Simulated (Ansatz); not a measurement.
in.yaml

```yaml
crystal:
  periodic: [false, false, false]
  atoms:
    - {symbol: C, position_ang: [0.000000, 0.000000, 0.000000]}
    - {symbol: F, position_ang: [0.000000, 0.000000, 1.315900]}
basis:
  gaussian: {orbitals: def2-SVP}
magnetization: {spin_polarized: false, initial_magnetization: 1}
correlation: {active_space: {window: {electrons: 1, orbitals: 7}}}
output: {forces: true}
```

```sh
$ ansatz run in.yaml --threads 1 --pin off --events-out ev --progress --plain --max-ram 2393MiB
```

Log:

```
278 factors; integrals over basis functions are off by at most 9.5e-4 eV
mean field evaluation 1: about -3728.4373 eV, gradient 1.7e1 eV
mean field evaluation 2: about -3728.4407 eV, gradient 1.8e1 eV
mean field evaluation 4: about -3729.2881 eV, gradient 2.6e0 eV
mean field evaluation 8: about -3729.3115 eV, gradient 1.7e-4 eV
mean field evaluation 16: about -3729.3115 eV, gradient 3.0e-3 eV
mean field -3729.31154879 eV, -137.0496715999 hartree, gradient 1.7e-6 eV, S^2 0.750000; 2 other end points of the search recorded, 0 dependent functions left out
reference -3729.31154879 eV, -137.0496715999 hartree; 8, 7 occupied and 20, 21 virtual orbitals, 278 factors
state -3729.31154879 eV, -137.0496715999 hartree
the calculation of the forces begins
Total energy: -3729.31154879 eV, -137.0496715999 hartree
Atom 0 at     0.000000     0.000000     0.000000 Å, force    -0.000000    -0.000000     2.930919 eV/Å
Atom 1 at     0.000000     0.000000     1.315900 Å, force     0.000000     0.000000    -2.930919 eV/Å
Dipole moment:    -0.000000    -0.000000     0.026026 e Å
```

The active space holds one configuration alone, so it describes no static correlation.

Natural occupations: 1.0000 0.0000 0.0000 0.0000 0.0000 0.0000 0.0000.

Forces (eV/Å):
```
C    0.000  0.000  2.931
F    0.000  0.000 -2.931
```

Ran on 1 thread of Arm Neoverse V1, shared host: 0.27 s wall, 0.07 GiB peak host memory.
